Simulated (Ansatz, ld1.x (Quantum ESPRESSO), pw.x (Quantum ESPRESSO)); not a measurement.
## S (Z = 16): one change to the TM potential, in the atom and in the fcc crystal

ld1.x (Quantum ESPRESSO) 7.5 input, shortened:

```
&input
   title='S', zed=16., rel=1, dft='PBESOL', iswitch=3,
   config='[Ne] 3s2 3p4 3d-2'
 /
 &inputp
   pseudotype=2, tm=.true., lloc=-1, rcloc=1.15,
   nlcc=.true., rcore=1.00
 /
3
3S  1  0   2.00   0.00  1.25  1.25  0.0
3P  2  1   4.00   0.00  1.65  1.65  0.0
3D  3  2  -2.00  -0.05  1.35  1.35  0.0
 &test
   configts(1)='3s2 3p4'
 /
```

Change: wave 3d channel at -0.05 Ry: rc 1.35 bohr becomes 3d channel at 6.3 Ry: rc 1.35 bohr.

Cutoffs, loose and tight: the cutoffs (Ry, on a coarse ladder) from which the occupation-weighted sum of valence levels, in a spherical-Bessel basis at the reference potential, stays within 10 and 1 mRy of its value at 400 Ry. They do not see the model core or the augmentation charge, which bear on the density cutoff. Test errors are all-electron minus pseudo excitation energies from the reference, over the configurations 3s2 3p3; 3s2 3p2; 3s2 3p1; 3s2 3p0; 3s0 3p6; 3s1 3p4; 3s2 3p4.3; variants that change the core or the reference have their own tests.

Crystal test: fcc S in pw.x 7.5, no spin, 14³ k-points, Fermi–Dirac smearing 0.01 Ry, cutoffs set for each file from its atomic test. The reference is all-electron LAPW (Ansatz 0.2.0) with the same functional, mesh and smearing; V0 and B0 come from Birch–Murnaghan fits to the pressures at five volumes. Errors are pseudo minus all-electron; Δ is the rms difference of the E(V) curves that follow from these fits, minima aligned, over ±6 % about the mean V0. Mesh and smearing are coarse, so the numbers serve the comparison and aren't converged zero-temperature values; the lattice is a test structure that the element need not adopt.

All-electron: a0 = 3.910 Å (V0 = 14.94 Å³/atom), B0 = 93.5 GPa.

Task: Does the change bring the crystal closer to the all-electron result?

Result: The mean pressure error goes from -0.74 to +1.54 GPa, so the change moves the solid further from the all-electron pressures. The B0 error goes the other way, from +1.4 to -0.1 %.

```
                       quantity       base    changed
                 outcome (atom)  generated  generated
           cutoff, loose (atom)      40 Ry      40 Ry
           cutoff, tight (atom)      70 Ry      70 Ry
            bound ghosts (atom)       none       none
largest test error (meV) (atom)       +263       +263
           cutoffs in pw.x (Ry)     85/340     85/340
                         a0 (Å)      3.900      3.931
                   a0 error (%)      -0.26      +0.53
                   B0 error (%)       +1.4       -0.1
                   Δ (meV/atom)        2.4        4.9
      mean pressure error (GPa)      -0.74      +1.54
```

Changed file: This is a poor potential for the solid. The atomic cutoffs weigh occupied waves only.
